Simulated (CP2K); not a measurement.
**doublet BCl+: a chain of runs**

Wanted: a series of 11 runs (UBLYP/SZV-GTH, BLYP/DZVP-GTH, UBLYP/DZVP-GTH, BLYP/TZVP-GTH, UBLYP/TZVP-GTH, BLYP/TZV2P-GTH, UBLYP/TZV2P-GTH, BLYP/QZV2P-GTH, and more) of BCl. 

Program for the calculation: CP2K 2026.2.

## (1) The molecule

BCl+: 2 atoms, total charge +1, spin state doublet. As SMILES of the parent species, `[B]Cl`. The shape is that of a PBE0-D4/def2-TZVP optimisation. That shape belongs to the parent species and isn't relaxed for this state.

Bond lengths: B1–Cl2 1.718 Å.

## (2) Energy and gradient at UBLYP/SZV-GTH (core potential) (run 1)

Input file qs.inp:

```
&FORCE_EVAL
  METHOD Quickstep
  &DFT
    BASIS_SET_FILE_NAME GTH_BASIS_SETS
    POTENTIAL_FILE_NAME GTH_POTENTIALS
    CHARGE 1
    MULTIPLICITY 2
    UNRESTRICTED_KOHN_SHAM T
    &QS
      METHOD GPW
      EPS_DEFAULT 1.0E-10
    &END QS
    ! plane-wave cutoff in Ry
    &MGRID
      CUTOFF 400
      REL_CUTOFF 50
      NGRIDS 4
    &END MGRID
    &POISSON
      PERIODIC NONE
      POISSON_SOLVER WAVELET
    &END POISSON
    ! SCF settings
    &SCF
      SCF_GUESS ATOMIC
      EPS_SCF 1.0E-06
      MAX_SCF 30
      &OT
        MINIMIZER DIIS
        PRECONDITIONER FULL_SINGLE_INVERSE
      &END OT
      &OUTER_SCF
        EPS_SCF 1.0E-06
        MAX_SCF 5
      &END OUTER_SCF
    &END SCF
    &XC
      &XC_FUNCTIONAL BLYP
      &END XC_FUNCTIONAL
    &END XC
    ! extra output
    &PRINT
      &MOMENTS
        PERIODIC F
        REFERENCE COM
        MAX_MOMENT 1
      &END MOMENTS
      &MO_CUBES
        NLUMO 3
        NHOMO -1
        WRITE_CUBE F
      &END MO_CUBES
      &HIRSHFELD OFF
      &END HIRSHFELD
    &END PRINT
  &END DFT
  ! atoms, cell and kinds
  &SUBSYS
    ! box in angstrom
    &CELL
      ABC 9.9 9.9 9.9
      PERIODIC NONE
    &END CELL
    &COORD
      B      4.950000     4.950000     4.091075
      Cl     4.950000     4.950000     5.808925
    &END COORD
    &KIND B
      BASIS_SET SZV-GTH-q3
      POTENTIAL GTH-BLYP-q3
    &END KIND
    &KIND Cl
      BASIS_SET SZV-GTH-q7
      POTENTIAL GTH-BLYP-q7
    &END KIND
  &END SUBSYS
  &PRINT
    &FORCES ON
    &END FORCES
  &END PRINT
&END FORCE_EVAL

&GLOBAL
  PROJECT_NAME qs
  RUN_TYPE ENERGY_FORCE
  PRINT_LEVEL MEDIUM
&END GLOBAL
```

Started as:

```console
$ OMP_NUM_THREADS=2 cp2k.psmp qs.inp > qs.out
```

What it wrote:

```text
CP2K| version string:                                       CP2K version 2026.2
[...]
 GLOBAL| Method name                                                        CP2K
[...]
 GLOBAL| Run type                                                   ENERGY_FORCE
[...]
 DFT| Spin unrestricted (spin-polarized) Kohn-Sham calculation               UKS
 DFT| Multiplicity                                                             2
[...]
 DFT| Charge                                                                   1
[...]
 FUNCTIONAL| BECKE88:
 FUNCTIONAL| LYP:
 QS| Method:                                                                 GPW
[...]
 QS| Density cutoff [a.u.]:                                                200.0
[...]
 QS| Relative density cutoff [a.u.]:                                        25.0
[...]
                             - Atoms:                                          2
[...]
                             - Spherical basis functions:                      8
[...]
 Number of electrons:                                                          5
[...]
     1 OT DIIS     0.80E-01    1.2     0.08992012       -16.9047963707 -1.69E+01
[...]
     7 OT DIIS     0.80E-01    0.9     0.00000055       -17.1458369450 -2.31E-11
  *** SCF run converged in     7 steps ***
[...]
  Overlap energy of the core charge distribution:               0.00000024094413
  Self energy of the core charge distribution:                -39.70061499186561
  Core Hamiltonian energy:                                      8.34450214501009
  Hartree energy:                                              17.50667898769126
  Exchange-correlation energy:                                 -3.29640332677599
  Total energy:                                               -17.14583694499612
[...]
 ENERGY| Total FORCE_EVAL ( QS ) energy [hartree]            -17.145836945000731
[...]
```

It took 35 s on 2 threads of Arm Neoverse V2, shared host; peak memory 0.95 GiB.

## (3) Singlet neutral BCl: energy and gradient at BLYP/DZVP-GTH (core potential) (run 2)

Input file gas.inp:

```
&GLOBAL
  PROJECT gas
  RUN_TYPE ENERGY_FORCE
  PRINT_LEVEL MEDIUM
&END

&FORCE_EVAL
  METHOD Quickstep
  &DFT
    BASIS_SET_FILE_NAME GTH_BASIS_SETS
    POTENTIAL_FILE_NAME GTH_POTENTIALS
    &QS
      METHOD GPW
      EPS_DEFAULT 1.0E-10
    &END
    &MGRID
      CUTOFF 400
      REL_CUTOFF 50
      NGRIDS 4
    &END
    &POISSON
      PERIODIC NONE
      POISSON_SOLVER WAVELET
    &END
    &SCF
      SCF_GUESS ATOMIC
      EPS_SCF 1.0E-06
      MAX_SCF 80
      ADDED_MOS 5
      &DIAGONALIZATION
        ALGORITHM STANDARD
      &END
      &MIXING
        METHOD PULAY_MIXING
        ALPHA 0.3
        NBUFFER 4
      &END
    &END
    &XC
      &XC_FUNCTIONAL BLYP
      &END
    &END
    &PRINT
      &MOMENTS
        PERIODIC F
        REFERENCE COM
        MAX_MOMENT 1
      &END
      &MO ON
        ENERGIES T
        OCCUPATION_NUMBERS T
        NDIGITS 6
        &EACH
          QS_SCF 0
        &END
        ADD_LAST NUMERIC
      &END
      &HIRSHFELD OFF
      &END
    &END
  &END
  &SUBSYS
    &CELL
      ABC 9.9 9.9 9.9
      PERIODIC NONE
    &END
    &COORD
      B      4.950000     4.950000     4.091075
      Cl     4.950000     4.950000     5.808925
    &END
    &KIND B
      BASIS_SET DZVP-GTH-q3
      POTENTIAL GTH-BLYP-q3
    &END
    &KIND Cl
      BASIS_SET DZVP-GTH-q7
      POTENTIAL GTH-BLYP-q7
    &END
  &END
  &PRINT
    &FORCES ON
    &END
  &END
&END
```

Started as:

```console
$ OMP_NUM_THREADS=2 cp2k.psmp -i gas.inp -o gas.out
```

What it wrote:

```text
CP2K| version string:                                       CP2K version 2026.2
[...]
 GLOBAL| Method name                                                        CP2K
[...]
 GLOBAL| Run type                                                   ENERGY_FORCE
[...]
 DFT| Spin restricted Kohn-Sham (RKS) calculation                            RKS
 DFT| Multiplicity                                                             1
[...]
 DFT| Charge                                                                   0
[...]
 FUNCTIONAL| BECKE88:
 FUNCTIONAL| LYP:
 QS| Method:                                                                 GPW
[...]
 QS| Density cutoff [a.u.]:                                                200.0
[...]
 QS| Relative density cutoff [a.u.]:                                        25.0
[...]
                             - Atoms:                                          2
[...]
                             - Spherical basis functions:                     26
[...]
 Number of electrons:                                                         10
[...]
     1 NoMix/Diag. 0.30E+00    0.9     0.97198551       -17.6315046319 -1.76E+01
[...]
    16 Pulay/Diag. 0.30E+00    0.6     0.00000044       -17.6597640542  1.71E-06
  *** SCF run converged in    16 steps ***
[...]
  Overlap energy of the core charge distribution:               0.00000024094413
  Self energy of the core charge distribution:                -39.70061499186561
  Core Hamiltonian energy:                                      9.47055375115441
  Hartree energy:                                              16.32924853025125
  Exchange-correlation energy:                                 -3.75895158472952
  Total energy:                                               -17.65976405424534
[...]
 ENERGY| Total FORCE_EVAL ( QS ) energy [hartree]            -17.659763491420449
[...]
```

Wall time 11 s (2 threads of Arm Neoverse V2, shared host); peak memory 1 GiB.

Runs 3 to 8 aren't shown in full; the table further down has their settings and results.

## (4) Energy and forces at UBLYP/QZV2P-GTH (core potential) (run 9)

Input file molecule.inp:

```
&GLOBAL
   PROJECT molecule
   RUN_TYPE ENERGY_FORCE
   PRINT_LEVEL MEDIUM
&END GLOBAL

&FORCE_EVAL
   METHOD QS
   &DFT
      BASIS_SET_FILE_NAME GTH_BASIS_SETS
      POTENTIAL_FILE_NAME GTH_POTENTIALS
      CHARGE 1
      MULTIPLICITY 2
      UKS T
      &QS
         METHOD GPW
         EPS_DEFAULT 1.0E-10
      &END QS
      &MGRID
         CUTOFF 400
         REL_CUTOFF 50
         NGRIDS 4
      &END MGRID
      &POISSON
         PERIODIC NONE
         POISSON_SOLVER WAVELET
      &END POISSON
      &SCF
         SCF_GUESS ATOMIC
         EPS_SCF 1.0E-06
         MAX_SCF 30
         &OT
            MINIMIZER DIIS
            PRECONDITIONER FULL_SINGLE_INVERSE
         &END OT
         &OUTER_SCF
            EPS_SCF 1.0E-06
            MAX_SCF 5
         &END OUTER_SCF
      &END SCF
      &XC
         &XC_FUNCTIONAL BLYP
         &END XC_FUNCTIONAL
      &END XC
      &PRINT
         &MOMENTS
            PERIODIC F
            REFERENCE COM
            MAX_MOMENT 1
         &END MOMENTS
         &MO_CUBES
            NLUMO 3
            NHOMO -1
            WRITE_CUBE F
         &END MO_CUBES
         &HIRSHFELD OFF
         &END HIRSHFELD
      &END PRINT
   &END DFT
   &SUBSYS
      &CELL
         ABC 9.9 9.9 9.9
         PERIODIC NONE
      &END CELL
      &COORD
         B      4.950000     4.950000     4.091075
         Cl     4.950000     4.950000     5.808925
      &END COORD
      &KIND B
         BASIS_SET QZV2P-GTH-q3
         POTENTIAL GTH-BLYP-q3
      &END KIND
      &KIND Cl
         BASIS_SET QZV2P-GTH-q7
         POTENTIAL GTH-BLYP-q7
      &END KIND
   &END SUBSYS
   &PRINT
      &FORCES ON
      &END FORCES
   &END PRINT
&END FORCE_EVAL
```

Started as:

```console
$ OMP_NUM_THREADS=2 cp2k.psmp -i molecule.inp -o molecule.out
```

What it wrote:

```text
CP2K| version string:                                       CP2K version 2026.2
[...]
 GLOBAL| Method name                                                        CP2K
[...]
 GLOBAL| Run type                                                   ENERGY_FORCE
[...]
 DFT| Spin unrestricted (spin-polarized) Kohn-Sham calculation               UKS
 DFT| Multiplicity                                                             2
[...]
 DFT| Charge                                                                   1
[...]
 FUNCTIONAL| BECKE88:
 FUNCTIONAL| LYP:
 QS| Method:                                                                 GPW
[...]
 QS| Density cutoff [a.u.]:                                                200.0
[...]
 QS| Relative density cutoff [a.u.]:                                        25.0
[...]
                             - Atoms:                                          2
[...]
                             - Spherical basis functions:                     52
[...]
 Number of electrons:                                                          5
[...]
     1 OT DIIS     0.80E-01    1.3     0.11396939       -16.7618737641 -1.68E+01
[...]
    26 OT DIIS     0.80E-01    0.9     0.00000079       -17.3118352888 -2.34E-10
  *** SCF run converged in    26 steps ***
[...]
  Overlap energy of the core charge distribution:               0.00000024094413
  Self energy of the core charge distribution:                -39.70061499186561
  Core Hamiltonian energy:                                      9.16353784663332
  Hartree energy:                                              16.72466202182949
  Exchange-correlation energy:                                 -3.49942040636174
  Total energy:                                               -17.31183528882042
[...]
 ENERGY| Total FORCE_EVAL ( QS ) energy [hartree]            -17.311835288867581
[...]
```

Wall time 28 s (2 threads of Arm Neoverse V2, shared host); peak memory 0.95 GiB.

Run 10 isn't shown in full; the table further down has it.

## (5) Energy and gradient at UBLYP/QZV3P-GTH (core potential) (run 11)

Input file mol.inp:

```
&global
    project_name mol
    run_type ENERGY_FORCE
    print_level MEDIUM
&end global

&force_eval
    method Quickstep
    &dft
        basis_set_file_name GTH_BASIS_SETS
        potential_file_name GTH_POTENTIALS
        charge 1
        multiplicity 2
        unrestricted_kohn_sham T
        &qs
            method GPW
            eps_default 1.0E-10
        &end qs
        &mgrid
            cutoff 400
            rel_cutoff 50
            ngrids 4
        &end mgrid
        # isolated system
        &poisson
            periodic NONE
            poisson_solver WAVELET
        &end poisson
        &scf
            scf_guess ATOMIC
            eps_scf 1.0E-06
            max_scf 30
            &ot ON
                minimizer DIIS
                preconditioner FULL_SINGLE_INVERSE
            &end ot
            &outer_scf
                eps_scf 1.0E-06
                max_scf 5
            &end outer_scf
        &end scf
        # functional
        &xc
            &xc_functional BLYP
            &end xc_functional
        &end xc
        &print
            &moments
                periodic F
                reference COM
                max_moment 1
            &end moments
            &mo_cubes
                nlumo 3
                nhomo -1
                write_cube F
            &end mo_cubes
            &hirshfeld OFF
            &end hirshfeld
        &end print
    &end dft
    &subsys
        # box in angstrom
        &cell
            abc [angstrom] 9.9 9.9 9.9
            periodic NONE
        &end cell
        &coord
            B      4.950000     4.950000     4.091075
            Cl     4.950000     4.950000     5.808925
        &end coord
        &kind B
            basis_set QZV3P-GTH-q3
            potential GTH-BLYP-q3
        &end kind
        &kind Cl
            basis_set QZV3P-GTH-q7
            potential GTH-BLYP-q7
        &end kind
    &end subsys
    # extra output
    &print
        &forces ON
        &end forces
    &end print
&end force_eval
```

Started as:

```console
$ OMP_NUM_THREADS=2 cp2k.psmp -i mol.inp -o mol.out
```

What it wrote:

```text
CP2K| version string:                                       CP2K version 2026.2
[...]
 GLOBAL| Method name                                                        CP2K
[...]
 GLOBAL| Run type                                                   ENERGY_FORCE
[...]
 DFT| Spin unrestricted (spin-polarized) Kohn-Sham calculation               UKS
 DFT| Multiplicity                                                             2
[...]
 DFT| Charge                                                                   1
[...]
 FUNCTIONAL| BECKE88:
 FUNCTIONAL| LYP:
 QS| Method:                                                                 GPW
[...]
 QS| Density cutoff [a.u.]:                                                200.0
[...]
 QS| Relative density cutoff [a.u.]:                                        25.0
[...]
                             - Atoms:                                          2
[...]
                             - Spherical basis functions:                     62
[...]
 Number of electrons:                                                          5
[...]
     1 OT DIIS     0.80E-01    1.3     0.07804591       -16.7339238563 -1.67E+01
[...]
     4 OT DIIS     0.80E-01    0.9     0.00000066       -17.3125050308 -2.63E-10
  *** SCF run converged in     4 steps ***
[...]
  Overlap energy of the core charge distribution:               0.00000024094413
  Self energy of the core charge distribution:                -39.70061499186561
  Core Hamiltonian energy:                                      9.16470615627852
  Hartree energy:                                              16.72323603147017
  Exchange-correlation energy:                                 -3.49983246767313
  Total energy:                                               -17.31250503084592
[...]
 ENERGY| Total FORCE_EVAL ( QS ) energy [hartree]            -17.312505030901171
[...]
```

It took 35 s on 2 threads of Arm Neoverse V2, shared host; peak memory 0.95 GiB.

## (6) All runs side by side

| run | level | iteration cap | solver | partner | energy (Eh) | HOMO energy (eV) | LUMO energy (eV) | ⟨S²⟩ | wall time |
| --- | --- | --- | --- | --- | --- | --- | --- | --- | --- |
| 1 | UBLYP/SZV-GTH (core potential) | 30 | OT | cation | -17.145837 | -17.90 | -15.10 | 0.756 | 35 s |
| 2 | BLYP/DZVP-GTH (core potential) | 80 | DIAG | base | -17.659763 | -6.07 | -2.62 | – | 11 s |
| 3 | UBLYP/DZVP-GTH (core potential) | 30 | OT | cation | -17.302267 | -16.18 | -12.67 | 0.758 | 41 s |
| 4 | BLYP/TZVP-GTH (core potential) | 80 | DIAG | base | -17.664542 | -6.16 | -2.70 | – | 12 s |
| 5 | UBLYP/TZVP-GTH (core potential) | 30 | OT | cation | -17.307314 | -16.17 | -12.63 | 0.758 | 29 s |
| 6 | BLYP/TZV2P-GTH (core potential) | 80 | DIAG | base | -17.667316 | -6.16 | -2.74 | – | 14 s |
| 7 | UBLYP/TZV2P-GTH (core potential) | 30 | OT | cation | -17.310452 | -16.17 | -12.60 | 0.758 | 35 s |
| 8 | BLYP/QZV2P-GTH (core potential) | 80 | DIAG | base | -17.668150 | -6.17 | -2.75 | – | 15 s |
| 9 | UBLYP/QZV2P-GTH (core potential) | 30 | OT | cation | -17.311835 | -16.13 | -12.57 | 0.758 | 28 s |
| 10 | BLYP/QZV3P-GTH (core potential) | 80 | DIAG | base | -17.668676 | -6.17 | -2.76 | – | 16 s |
| 11 | UBLYP/QZV3P-GTH (core potential) | 30 | OT | cation | -17.312505 | -16.13 | -12.57 | 0.758 | 35 s |

Convergence of the total energy of singlet BCl with the basis set, against the last point:

| basis set | from the last (mEh) | wall time |
| --- | --- | --- |
| DZVP-GTH | +8.912 | 11 s |
| TZVP-GTH | +4.134 | 12 s |
| TZV2P-GTH | +1.360 | 14 s |
| QZV2P-GTH | +0.526 | 15 s |
| QZV3P-GTH | +0.000 | 16 s |

Convergence of the HOMO energy of singlet BCl with the basis set, against the last point:

| basis set | from the last (eV) | wall time |
| --- | --- | --- |
| DZVP-GTH | +0.0987 | 11 s |
| TZVP-GTH | +0.0077 | 12 s |
| TZV2P-GTH | +0.0092 | 14 s |
| QZV2P-GTH | -0.0017 | 15 s |
| QZV3P-GTH | +0.0000 | 16 s |

## (7) What came out

| quantity | value |
| --- | --- |
| run 11, UBLYP/QZV3P-GTH: total energy | -17.31251 Eh |
| run 11, UBLYP/QZV3P-GTH: HOMO energy (highest over α and β) | -16.13 eV |
| run 11, UBLYP/QZV3P-GTH: LUMO energy (lowest over α and β) | -12.57 eV |
| run 11, UBLYP/QZV3P-GTH: ⟨S²⟩ | 0.758 |
| run 11, UBLYP/QZV3P-GTH: largest force on an atom | 2.998 eV/Å |
| vertical ionisation energy (to the doublet cation), BLYP/DZVP-GTH | 9.728 eV |
| vertical ionisation energy (to the doublet cation), BLYP/TZVP-GTH | 9.721 eV |
| vertical ionisation energy (to the doublet cation), BLYP/TZV2P-GTH | 9.711 eV |
| vertical ionisation energy (to the doublet cation), BLYP/QZV2P-GTH | 9.696 eV |
| vertical ionisation energy (to the doublet cation), BLYP/QZV3P-GTH | 9.692 eV |

**Reading.** For the total energy of singlet BCl to stay within 5 mEh of the last point, TZVP-GTH is the first point of the series from which all later ones do (12 s against 16 s). For the HOMO energy of singlet BCl to stay within 0.05 eV of the last point, TZVP-GTH is the first point of the series from which all later ones do (12 s against 16 s). For the HOMO energy of singlet BCl to stay within 0.01 eV of the last point, TZVP-GTH is the first point of the series from which all later ones do (12 s against 16 s). In run 1 the basis is minimal, so the values are rough. All runs together took 4.5 min, the longest 41 s.
